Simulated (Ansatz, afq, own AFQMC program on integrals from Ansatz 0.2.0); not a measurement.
Two steps: Ansatz 0.2.0 writes the Fock matrix and Cholesky factors of the valence space, and afq projects on them the lowest state that overlaps trial and start.

```yaml
crystal:
  periodic: [false, false, false]
  atoms:
    - {symbol: Al, position_ang: [0.000000, 0.000000, 1.308589]}
    - {symbol: Al, position_ang: [0.000000, 0.000000, -1.308589]}
    - {symbol: H, position_ang: [0.000000, 1.353331, 2.152404]}
    - {symbol: H, position_ang: [0.000000, -1.353331, 2.152404]}
    - {symbol: H, position_ang: [0.000000, 1.353331, -2.152404]}
    - {symbol: H, position_ang: [0.000000, -1.353331, -2.152404]}
basis:
  gaussian: {orbitals: cc-pVDZ}
magnetization: {spin_polarized: false}
correlation: {method: ccsd_t, electrons: outside_noble_gas, hamiltonian_folder: ham}
```

```sh
$ ansatz run in.yaml --threads 1 --pin off --events-out ev --progress --plain --max-ram 1843MiB
```

Options of the walk:

```
--method phaseless --trial hf --walkers 120 --populations 1 --least-time 40 --time-step 0.005 --steps-per-block 20 --equilibration-blocks 112 --max-blocks 600 --target-error 0.00114 --factor-cut 1e-05 --seed 7819 --taylor-order 6
```

Times are imaginary, in 1/Eh. The walk had a cap of 902 s.

Log:

```
orbitals 46  electrons 5 5  factors 350 of 532
reference energy -486.11961026 Eh
CCSD correlation -0.17371889 Eh in 11 cycles, weight of the determinant in the CISD state 0.8829
energy of the start -486.119610 Eh
 block  time / (1/Eh)  mean weight  energy / Eh
     1     0.100  1.0007  -486.147603
     2     0.200  1.0013  -486.170113
     3     0.300  1.0002  -486.188410
     4     0.400  0.9998  -486.201099
     5     0.500  1.0016  -486.213099
     7     0.700  0.9994  -486.235722
     9     0.900  0.9995  -486.252796
    18     1.800  1.0019  -486.279030
    52     5.200  1.0007  -486.295396
    86     8.600  0.9999  -486.301424
   120    12.000  1.0003  -486.291707
   154    15.400  1.0014  -486.292615
   171    17.100  0.9990  -486.336065
   188    18.800  1.0001  -486.297285
   222    22.200  1.0009  -486.297642
   256    25.600  0.9980  -486.293233
   290    29.000  0.9998  -486.299686
   307    30.700  0.9989  -486.280671
   324    32.400  0.9992  -486.304919
   358    35.800  1.0008  -486.285032
   392    39.200  0.9998  -486.291694
   426    42.600  1.0006  -486.286613
   460    46.000  0.9991  -486.287199
   494    49.400  0.9995  -486.291006
   528    52.800  1.0003  -486.309886
   562    56.200  1.0003  -486.302390
   596    59.600  0.9995  -486.301361
   630    63.000  1.0004  -486.312290
   664    66.400  0.9988  -486.305771
   698    69.800  1.0013  -486.297345
blocks merged  error / Eh  count
     1  0.000472  600
     2  0.000640  300
     4  0.000861  150
     8  0.001144  75
    16  0.001456  37
    32  0.001702  18
    64  0.002203  9
energy -486.300243 +/- 0.001702 Eh
(rows thinned)
```

The run passed its tests (sampling time, drift between the halves within three errors, error under three times the target), which doesn't prove that it has relaxed.

Against this walk (error 46.3 meV) on the same determinant: CCSD(T) 104.9 meV higher, CCSDT(Q) 76.8 meV higher (within the noise), a separate phaseless walk with a CISD trial and standard settings 64.4 ± 46.9 meV higher (within the noise). The error is statistical and leaves out the bias of the constraint.

Cautions: constraint bias not in the error; error above the target (46.3 against 31.0 meV).

The walk took 5.9 min on 1 thread of Arm Neoverse N1, with other jobs on the host. The log's last line is the phaseless energy.

CCSDT and higher add their correlation energy to the determinant of the CCSD(T) run, since their own runs factorise the integrals more tightly (a shift of under 2 meV). A walk keeps the symmetry of its determinant, which the program's search chose and which needn't be the lowest solution, so a lower state of the same spin and another symmetry isn't excluded.
